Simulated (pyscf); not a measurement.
Optimised with ωB97X-D3(BJ)/def2-SVP in PySCF.

Question: Estimate by transition-state theory the rate constant of •H₂C–C≡N + hydrogen (H₂) → •HC=C=NH + hydrogen (H₂) (doublet surface; C–H, H–H broken, H–N, H–H formed) at 900 K, with ωB97M-D3(BJ)/def2-TZVP energies (ideal gas, 1 atm, RRHO with modes under 100 cm⁻¹ raised to 100, one conformer, R ln 2 for chiral ones without a mode under 150 cm⁻¹; no tunnelling).

Answer: The electronic barrier is 65.7 kcal/mol and the thermal terms add +25.9, so ΔG‡ = 91.5 kcal/mol. With k_BT/h = 1.88e+13 s⁻¹ and RT = 1.788 kcal/mol, and a volume of 1.23e-19 cm³ per molecule at 1 atm, k = 1.4e-28 cm³ molecule⁻¹ s⁻¹. Wigner's tunnelling factor for 1818i cm⁻¹ would be 1.35. A shift of 1 kcal/mol in the barrier changes k by a factor 1.7. The same reactants have a lower exit, to H₂C=C=NH + H• (barrier +36.2 kcal/mol at ωB97M-D3(BJ)/def2-TZVP, against +65.7 kcal/mol here). This is the saddle that the search found; another between the same sides may lie lower.
